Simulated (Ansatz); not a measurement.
Basis-set series for C3H5ClO2, SMILES `C[C@H]1O[C@H](Cl)O1`. Total charge 0; spin multiplicity 1. The geometry is a stationary point of PBE0-D4/def2-TZVP.

| functional | basis | functions | energy (Eh) | HOMO (eV) | LUMO (eV) |
| --- | --- | --- | --- | --- | --- |
| PBE0-D4 | def2-SVP | 113 | -727.15868 | -8.08 | 1.48 |
| PBE0-D4 | def2-TZVPP | 267 | -727.62583 | -8.18 | 0.88 |
| ωB97M-V | def2-SVP | 113 | -727.47580 | -10.33 | 3.52 |
| ωB97M-V | def2-TZVPP | 267 | -727.95126 | -10.47 | 2.68 |

Task: Give the rows for def2-QZVPP. (Estimate.)

Result: Computed: 
```csv
functional,basis,functions,energy (Eh),HOMO (eV),LUMO (eV)
PBE0-D4,def2-QZVPP,505,-727.65382,-8.23,0.56
ωB97M-V,def2-QZVPP,505,-727.97805,-10.52,1.85
```

Positive LUMOs are unbound and depend on the basis.
